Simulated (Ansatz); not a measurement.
**LiH2O+ (SMILES [Li][OH2+]): functionals against CCSD(T) at one geometry**

An exercise on one series of results from a longer session: the logs are not shown, and one member is left open.

The runs use Ansatz 0.2.0, Gaussian basis; single points in def2-TZVPP.

Cores are frozen in the correlated methods. The outer core shell of Li, Na, Mg and K is correlated.

## Starting geometry

SMILES `[Li][OH2+]`, 4 atoms, charge 1, spin multiplicity 1.

Atoms are counted from 1 here; the program's logs count them from 0.

Bond lengths: Li1–O2 1.667 Å, O2–H3 0.973 Å, O2–H4 0.986 Å. Angles: Li1–O2–H3 137.3°, Li1–O2–H4 130.0°, H3–O2–H4 92.0°.

As a file:

```xyz
4

Li   -1.18340    0.86404   -0.53489
O     0.09929   -0.03752    0.03125
H     0.86300    0.09609    0.61901
H     0.25821   -1.00924   -0.01027
```

Set-up of the first run:

Contents of run/in.yaml:

```yaml
crystal:
  periodic: [false, false, false]
  atoms:
    - {symbol: Li, position_ang: [-1.183398, 0.864037, -0.534893]}
    - {symbol: O, position_ang: [0.099293, -0.037521, 0.031249]}
    - {symbol: H, position_ang: [0.862999, 0.096092, 0.619012]}
    - {symbol: H, position_ang: [0.258207, -1.009245, -0.010272]}
basis:
  gaussian: {orbitals: def2-TZVPP}
total_charge: 1
hamiltonian: {xc: pbe, dispersion: d4}
output: {forces: true}
```

The run is started by

```console
ansatz run in.yaml --threads 2 --pin off --events-out ev --progress --plain --max-ram 3481MiB
```

Among the steps run: PBE-D4/def2-TZVPP; r2SCAN-D4/def2-TZVPP; PBE0-D4/def2-TZVPP; wB97M-V/def2-TZVPP; CCSD(T)/def2-TZVPP.

One table of the session follows, with a row left open; its other results are not shown here.

| method | RMS force component (eV/Å) | angle to CCSD(T) forces (°) |
| --- | --- | --- |
| PBE-D4 | 1.030 | 11.4 |
| r2SCAN-D4 | 1.187 | 1.4 |
| PBE0-D4 | ? | ? |
| wB97M-V | 1.199 | 1.3 |
| CCSD(T) | 1.222 | reference |

Q: Estimate the row for PBE0-D4 from the others.

As computed: RMS force component (eV/Å): 1.204; angle to CCSD(T) forces (°): 1.9. In the column «RMS force component (eV/Å)» it lies between wB97M-V (1.199) and CCSD(T) (1.222).
